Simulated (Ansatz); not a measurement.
Species: S2, charge 0, triplet. S2 (SMILES S=S, triplet).
B3LYP-D3(BJ)/def2-TZVP minimum from Ansatz (a quantum-chemistry and plane-wave program):
```
S
S 1 1.9037
```
Charge 0, spin multiplicity 3.

Hartree-Fock and CCSD correlation energies in hartree (Ansatz). UHF or UKS for unpaired electrons; spin-orbit terms are left out. Correlated methods leave the cores frozen. No relativity. The UHF reference of S2 (S=S, triplet) is spin-contaminated (<S^2> up to 0.06 over the pure value in the sets run).

```csv
basis,X,E(HF),"E(corr, CCSD)"
cc-pV(T+d)Z,3,-795.09997,-0.34098
cc-pV(Q+d)Z,4,-795.10732,-0.36483
cc-pV(5+d)Z,5,-795.10863,withheld
```

**Question.** Fit E(corr) = E∞ + A/X³ to X = 3 and 4, predict X = 5, and compare with the run.

**Answer.** A = (-0.34098 - (-0.36483))/(1/27 - 1/64) = 1.1139; E∞ = -0.36483 - A/64 = -0.38223; at X = 5, E∞ + A/125 = -0.37332. The run gave -0.37321, 0.11 mEh above the prediction. The same form on X = 4 and 5 gives E∞ = -0.38200, 0.23 mEh above the first estimate.
